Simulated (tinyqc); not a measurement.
Inside a calculation. Method: UHF in the sto-3g basis, for H2O, spin multiplicity 3. This run ends on a higher stationary point, not on the lowest solution. One step of it, computed by the program tinyqc.

Question. Iteration 1: building the Fock matrix. J_ij = sum D_kl (ij|kl) with D = D(alpha) + D(beta), K_ij = sum D_kl (ik|jl) for each spin; F = H + J - K(s); E = tr D H + tr D J / 2 - 0.5 sum_s tr D(s) K(s) + E_nn.

D(alpha) at the start:
```
            1O 1s      1O 2s    1O 2px     1O 2py     1O 2pz      2H 1s      3H 1s
1O 1s    0.061401  -0.276831  0.000000   0.000000  -0.019195   0.051496   0.051496
1O 2s   -0.276831   1.273434  0.000000   0.000000   0.126517  -0.346732  -0.346732
1O 2px   0.000000   0.000000  1.000000   0.000000   0.000000   0.000000   0.000000
1O 2py   0.000000   0.000000  0.000000   1.113366   0.000000  -0.270639   0.270639
1O 2pz  -0.019195   0.126517  0.000000   0.000000   1.074755  -0.204878  -0.204878
2H 1s    0.051496  -0.346732  0.000000  -0.270639  -0.204878   1.207591  -0.084598
3H 1s    0.051496  -0.346732  0.000000   0.270639  -0.204878  -0.084598   1.207591
```

D(beta) at the start:
```
            1O 1s      1O 2s    1O 2px     1O 2py     1O 2pz      2H 1s      3H 1s
1O 1s    0.007313  -0.037276  0.000000   0.000000   0.066697   0.025010   0.025010
1O 2s   -0.037276   0.212452  0.000000   0.000000  -0.253894  -0.229428  -0.229428
1O 2px   0.000000   0.000000  1.000000   0.000000   0.000000   0.000000   0.000000
1O 2py   0.000000   0.000000  0.000000   0.043299   0.000000  -0.165925   0.165925
1O 2pz   0.066697  -0.253894  0.000000   0.000000   0.938360  -0.162819  -0.162819
2H 1s    0.025010  -0.229428  0.000000  -0.165925  -0.162819   1.184375  -0.087321
3H 1s    0.025010  -0.229428  0.000000   0.165925  -0.162819  -0.087321   1.184375
```

core Hamiltonian H = T + V (hartree):
```
             1O 1s      1O 2s     1O 2px     1O 2py     1O 2pz      2H 1s      3H 1s
1O 1s   -32.451781  -7.549099   0.000000   0.000000  -0.011673  -0.838505  -0.838505
1O 2s    -7.549099  -9.079000   0.000000   0.000000  -0.145600  -2.143653  -2.143653
1O 2px    0.000000   0.000000  -7.243859   0.000000   0.000000   0.000000   0.000000
1O 2py    0.000000   0.000000   0.000000  -7.314863   0.000000  -1.246999   1.246999
1O 2pz   -0.011673  -0.145600   0.000000   0.000000  -7.297734  -1.119662  -1.119662
2H 1s    -0.838505  -2.143653   0.000000  -1.246999  -1.119662  -4.053936  -0.738585
3H 1s    -0.838505  -2.143653   0.000000   1.246999  -1.119662  -0.738585  -4.053936
```

Two-electron integrals (ij|kl) in chemists' order, unique and non-zero (hartree):
```
(11|11) 4.785065    (21|11) 0.741380    (21|21) 0.136873    (22|11) 1.118947
(22|21) 0.256633    (22|22) 0.817206    (31|31) 0.024477    (32|31) 0.037809
(32|32) 0.180518    (33|11) 1.115814    (33|21) 0.256684    (33|22) 0.817023
(33|33) 0.880159    (41|41) 0.024477    (42|41) 0.037809    (42|42) 0.180518
(43|43) 0.047444    (44|11) 1.115814    (44|21) 0.256684    (44|22) 0.817023
(44|33) 0.785270    (44|44) 0.880159    (51|51) 0.024477    (52|51) 0.037809
(52|52) 0.180518    (53|53) 0.047444    (54|54) 0.047444    (55|11) 1.115814
(55|21) 0.256684    (55|22) 0.817023    (55|33) 0.785270    (55|44) 0.785270
(55|55) 0.880159    (61|11) 0.082463    (61|21) 0.015115    (61|22) 0.028223
(61|33) 0.028170    (61|41) 0.000504    (61|42) 0.000957    (61|44) 0.028263
(61|51) 0.000439    (61|52) 0.000833    (61|54) 0.000081    (61|55) 0.028241
(61|61) 0.001689    (62|11) 0.230370    (62|21) 0.053630    (62|22) 0.192902
(62|33) 0.189444    (62|41) 0.003014    (62|42) 0.024507    (62|44) 0.195232
(62|51) 0.002625    (62|52) 0.021348    (62|54) 0.005041    (62|55) 0.193835
(62|61) 0.006049    (62|62) 0.059768    (63|31) 0.005235    (63|32) 0.031821
(63|43) 0.004892    (63|53) 0.004261    (63|63) 0.007909    (64|11) 0.134839
(64|21) 0.031763    (64|22) 0.122038    (64|33) 0.116719    (64|41) 0.006775
(64|42) 0.046215    (64|44) 0.129933    (64|51) 0.001342    (64|52) 0.012539
(64|54) 0.007249    (64|55) 0.119322    (64|61) 0.003715    (64|62) 0.046034
(64|64) 0.042989    (65|11) 0.117454    (65|21) 0.027668    (65|22) 0.106304
(65|33) 0.101670    (65|41) 0.001342    (65|42) 0.012539    (65|44) 0.104659
(65|51) 0.006403    (65|52) 0.042743    (65|54) 0.007494    (65|55) 0.112459
(65|61) 0.003236    (65|62) 0.040098    (65|64) 0.030557    (65|65) 0.034526
(66|11) 0.413601    (66|21) 0.097796    (66|22) 0.405582    (66|33) 0.390872
(66|41) 0.006210    (66|42) 0.071733    (66|44) 0.415709    (66|51) 0.005409
(66|52) 0.062484    (66|54) 0.021635    (66|55) 0.409717    (66|61) 0.011082
(66|62) 0.169085    (66|64) 0.148897    (66|65) 0.129700    (66|66) 0.774606
(71|11) 0.082463    (71|21) 0.015115    (71|22) 0.028223    (71|33) 0.028170
(71|41) -0.000504   (71|42) -0.000957   (71|44) 0.028263    (71|51) 0.000439
(71|52) 0.000833    (71|54) -0.000081   (71|55) 0.028241    (71|61) 0.001667
(71|62) 0.005879    (71|64) 0.003347    (71|65) 0.003149    (71|66) 0.010717
(71|71) 0.001689    (72|11) 0.230370    (72|21) 0.053630    (72|22) 0.192902
(72|33) 0.189444    (72|41) -0.003014   (72|42) -0.024507   (72|44) 0.195232
(72|51) 0.002625    (72|52) 0.021348    (72|54) -0.005041   (72|55) 0.193835
(72|61) 0.005879    (72|62) 0.047284    (72|64) 0.025468    (72|65) 0.030826
(72|66) 0.107160    (72|71) 0.006049    (72|72) 0.059768    (73|31) 0.005235
(73|32) 0.031821    (73|43) -0.004892   (73|53) 0.004261    (73|63) 0.006025
(73|73) 0.007909    (74|11) -0.134839   (74|21) -0.031763   (74|22) -0.122038
(74|33) -0.116719   (74|41) 0.006775    (74|42) 0.046215    (74|44) -0.129933
(74|51) -0.001342   (74|52) -0.012539   (74|54) 0.007249    (74|55) -0.119322
(74|61) -0.003347   (74|62) -0.025468   (74|64) -0.008093   (74|65) -0.016322
(74|66) -0.053928   (74|71) -0.003715   (74|72) -0.046034   (74|74) 0.042989
(75|11) 0.117454    (75|21) 0.027668    (75|22) 0.106304    (75|33) 0.101670
(75|41) -0.001342   (75|42) -0.012539   (75|44) 0.104659    (75|51) 0.006403
(75|52) 0.042743    (75|54) -0.007494   (75|55) 0.112459    (75|61) 0.003149
(75|62) 0.030826    (75|64) 0.016322    (75|65) 0.025833    (75|66) 0.075928
(75|71) 0.003236    (75|72) 0.040098    (75|74) -0.030557   (75|75) 0.034526
(76|11) 0.071539    (76|21) 0.016836    (76|22) 0.066725    (76|33) 0.065042
(76|44) 0.066186    (76|51) 0.001218    (76|52) 0.012270    (76|55) 0.068873
(76|61) 0.001882    (76|62) 0.021236    (76|64) 0.014325    (76|65) 0.016059
(76|66) 0.066407    (76|71) 0.001882    (76|72) 0.021236    (76|74) -0.014325
(76|75) 0.016059    (76|76) 0.010028    (77|11) 0.413601    (77|21) 0.097796
(77|22) 0.405582    (77|33) 0.390872    (77|41) -0.006210   (77|42) -0.071733
(77|44) 0.415709    (77|51) 0.005409    (77|52) 0.062484    (77|54) -0.021635
(77|55) 0.409717    (77|61) 0.010717    (77|62) 0.107160    (77|64) 0.053928
(77|65) 0.075928    (77|66) 0.276031    (77|71) 0.011082    (77|72) 0.169085
(77|74) -0.148897   (77|75) 0.129700    (77|76) 0.066407    (77|77) 0.774606
```

nuclear repulsion = 6.96955197 hartree

Give: Coulomb J; exchange K(alpha); exchange K(beta); F(alpha); F(beta); total energy of this density.

Answer.

Coulomb J (hartree):
```
         1O 1s   1O 2s  1O 2px   1O 2py  1O 2pz   2H 1s    3H 1s
1O 1s   8.3343  1.9202  0.0000   0.0000  0.0005  0.2112   0.2112
1O 2s   1.9202  6.4657  0.0000   0.0000  0.1186  1.6758   1.6758
1O 2px  0.0000  0.0000  6.4451   0.0000  0.0000  0.0000   0.0000
1O 2py  0.0000  0.0000  0.0000   6.4427  0.0000  1.1114  -1.1114
1O 2pz  0.0005  0.1186  0.0000   0.0000  6.5046  1.0094   1.0094
2H 1s   0.2112  1.6758  0.0000   1.1114  1.0094  4.4886   0.6530
3H 1s   0.2112  1.6758  0.0000  -1.1114  1.0094  0.6530   4.4886
```

exchange K(alpha) (hartree):
```
         1O 1s   1O 2s  1O 2px   1O 2py  1O 2pz   2H 1s    3H 1s
1O 1s   0.1346  0.1238  0.0000   0.0000  0.0001  0.0180   0.0180
1O 2s   0.1238  1.3183  0.0000   0.0000  0.0203  0.3385   0.3385
1O 2px  0.0000  0.0000  1.1607   0.0000  0.0000  0.0000   0.0000
1O 2py  0.0000  0.0000  0.0000   1.1847  0.0000  0.2084  -0.2084
1O 2pz  0.0001  0.0203  0.0000   0.0000  1.1774  0.1870   0.1870
2H 1s   0.0180  0.3385  0.0000   0.2084  0.1870  0.8488   0.1217
3H 1s   0.0180  0.3385  0.0000  -0.2084  0.1870  0.1217   0.8488
```

exchange K(beta) (hartree):
```
          1O 1s    1O 2s  1O 2px   1O 2py   1O 2pz   2H 1s    3H 1s
1O 1s    0.0548   0.0736  0.0000   0.0000  -0.0105  0.0088   0.0088
1O 2s    0.0736   0.4447  0.0000   0.0000  -0.2840  0.1269   0.1269
1O 2px   0.0000   0.0000  0.9454   0.0000   0.0000  0.0000   0.0000
1O 2py   0.0000   0.0000  0.0000   0.1363   0.0000  0.0878  -0.0878
1O 2pz  -0.0105  -0.2840  0.0000   0.0000   0.8716  0.0946   0.0946
2H 1s    0.0088   0.1269  0.0000   0.0878   0.0946  0.7734   0.0815
3H 1s    0.0088   0.1269  0.0000  -0.0878   0.0946  0.0815   0.7734
```

F(alpha) (hartree):
```
           1O 1s    1O 2s   1O 2px   1O 2py   1O 2pz    2H 1s    3H 1s
1O 1s   -24.2520  -5.7527   0.0000   0.0000  -0.0113  -0.6453  -0.6453
1O 2s    -5.7527  -3.9316   0.0000   0.0000  -0.0473  -0.8063  -0.8063
1O 2px    0.0000   0.0000  -1.9594   0.0000   0.0000   0.0000   0.0000
1O 2py    0.0000   0.0000   0.0000  -2.0569   0.0000  -0.3440   0.3440
1O 2pz   -0.0113  -0.0473   0.0000   0.0000  -1.9705  -0.2972  -0.2972
2H 1s    -0.6453  -0.8063   0.0000  -0.3440  -0.2972  -0.4142  -0.2073
3H 1s    -0.6453  -0.8063   0.0000   0.3440  -0.2972  -0.2073  -0.4142
```

F(beta) (hartree):
```
           1O 1s    1O 2s   1O 2px   1O 2py   1O 2pz    2H 1s    3H 1s
1O 1s   -24.1722  -5.7025   0.0000   0.0000  -0.0007  -0.6361  -0.6361
1O 2s    -5.7025  -3.0580   0.0000   0.0000   0.2570  -0.5947  -0.5947
1O 2px    0.0000   0.0000  -1.7442   0.0000   0.0000   0.0000   0.0000
1O 2py    0.0000   0.0000   0.0000  -1.0085   0.0000  -0.2234   0.2234
1O 2pz   -0.0007   0.2570   0.0000   0.0000  -1.6647  -0.2048  -0.2048
2H 1s    -0.6361  -0.5947   0.0000  -0.2234  -0.2048  -0.3388  -0.1671
3H 1s    -0.6361  -0.5947   0.0000   0.2234  -0.2048  -0.1671  -0.3388
```

total energy of this density = -29.109475 hartree
